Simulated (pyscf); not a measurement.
Thermochemistry of product channels of :HSi–Cl [singlet] + ammonia (NH₃) on the singlet surface, in kJ/mol, from ωB97M-D3(BJ)/def2-TZVP energies (ideal gas, 1 atm, RRHO with modes under 100 cm⁻¹ raised to 100, one conformer, R ln 2 for rigid chiral ones). Single points on ωB97X-D3(BJ)/def2-SVP structures (PySCF, gas phase).

```
products                                          ΔE  ΔH(298 K)  ΔG(298 K)  ΔG(1200 K)
--------------------------------------------  ------  ---------  ---------  ----------
H₂N–SiH: [singlet] + hydrogen chloride (HCl)    +8.9       +3.9       +7.3       +13.7
H₂N–SiH₂–Cl                                   -252.4     -250.0     -205.2       -77.3
H₂N–Si:–Cl [singlet] + hydrogen (H₂)          -115.9     -125.8     -116.4       -99.7
```

These are energies of the channels, which say nothing of barriers.
